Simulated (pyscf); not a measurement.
Elementary routes open to HAs=AsH + water (H₂O) in the gas phase (singlet surface):
A. HO–AsH–AsH₂ (H–O broken; As–O, As–H formed)
B. HO–As=AsH + hydrogen (H₂) (As–H, H–O broken; As–O, H–H formed)

Structures and frequencies: ωB97X-D3(BJ)/def2-SVP in PySCF.

Problem. Rank the routes by free-energy barrier at 1200 K, lowest first, for ωB97M-D3(BJ)/def2-TZVP energies (ideal gas, 1 atm, RRHO with modes under 100 cm⁻¹ raised to 100, one conformer, R ln 2 for chiral ones without a mode under 150 cm⁻¹).

Solution. A (2.51 eV), B (3.80 eV)

Route A is the fastest of these, ahead of the next by 1.29 eV. The most stable products are those of B (ΔG = +0.41 eV), whose barrier is 1.29 eV higher: the kinetic and the thermodynamic product differ. At 298 K A is still the fastest. Only these routes are compared; each barrier is that of the saddle found, and lower ones may exist. Elements up to Kr have no core potential and no relativistic terms here.
